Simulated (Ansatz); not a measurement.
Ag (fcc, Cu type): values from a third-order Birch-Murnaghan fit to a volume scan beside measured ones. Computed values: PBEsol (plane waves to 420 eV, PAW, scalar-relativistic; Ansatz, an electronic-structure program). Ag was relaxed with its symmetry unable to fall. The PAW data are Ansatz's earlier set.

```csv
quantity,reference,kind,PBEsol,difference
Lattice constant a (Å),4.062,"measured, corrected to the static lattice",4.055,-0.2 %
Bulk modulus B₀ (GPa),110,"measured, corrected to the static lattice",119,+8.4 %
```

For the lattice constant a it lies within 0.3 % of the reference. PBEsol overestimates the bulk modulus B₀ by 8.4 %.

References as given in: Daniel Mejia-Rodriguez, S. B. Trickey, Physical Review B (2018), arXiv:1807.09216; H. Levämäki, M. P. J. Punkkinen, K. Kokko et al., Physical Review B (2014), arXiv:1402.3671.

(A scan under strain: stresses follow from slopes of the energy per volume, elastic moduli from its curvatures.)
